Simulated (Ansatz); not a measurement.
Loss of C2H2: C4H4F2 → C2H2F2 + C2H2

Species: C4H4F2 `FC1C=CC1F`, singlet; C2H2F2 `F/C=C/F`, singlet; C2H2 (acetylene) `C#C`, singlet. 

Shapes, held fixed at every level: PBE0-D4/def2-TZVP. Programs: Ansatz 0.2.0. The zero-point and thermal change to 298 K, harmonic and unscaled (PBE0-D4/def2-TZVP), is -14.3 kJ/mol.

Problem. Estimate ΔH(298 K) of this reaction.

Solution. The highest level, CCSD(T)/CBS estimate, gives ΔH(298 K) = +160.3 kJ/mol; the levels span +149.6 to +185.8. The column of differences is taken from that level and isn't an error. No measured value is set beside it here. The CBS estimate extrapolates MP2 from def2-TZVPP and def2-QZVPP and adds CCSD(T) − MP2 in the triple-zeta set, cores frozen.

```csv
level,kind,ΔH(298 K) (kJ/mol),less CCSD(T)/CBS estimate
HF/def2-SVP,Hartree–Fock,+150.7,-9.6
PBE-D4/def2-TZVPP,GGA,+178.3,+18.0
r2SCAN-D4/def2-TZVPP,meta-GGA,+174.7,+14.4
B3LYP-D4/def2-TZVPP,global hybrid,+149.6,-10.7
wB97X-V/def2-TZVPP,range-separated hybrid,+185.8,+25.5
MP2/def2-TZVPP,perturbation theory,+166.3,+6.0
CCSD(T)/CBS estimate,coupled cluster or CI,+160.3,0.0
```
